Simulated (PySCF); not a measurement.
B3LYP has the VWN-RPA correlation part, as in Gaussian. Delta-SCF ions had no search for a lower state. Excitations are Tamm–Dancoff values on a coarser integration grid. The basis has no diffuse functions, so Rydberg states are missing or too high.

**CHN, SMILES `C#N` (charge 0, multiplicity 1)**

Method: B3LYP-D3(BJ)/def2-TZVP // B3LYP-D3(BJ)/def2-SVP in PySCF.

```yaml
HOMO: -10.11 eV
dipole_moment: 3.04 D
HOMO–LUMO gap: 10.01 eV
LUMO: -0.09 eV
S1 excitation (TDA): 7.80 eV
S1 oscillator strength: 0.000
vertical ionisation energy (Delta-SCF): 13.66 eV
total_energy: -2543.32 eV
cost: roughly 11 core-seconds
```

Bond lengths (Å): C1–N2 1.155, C1–H3 1.079. Angles (°): N2–C1–H3 180.0.
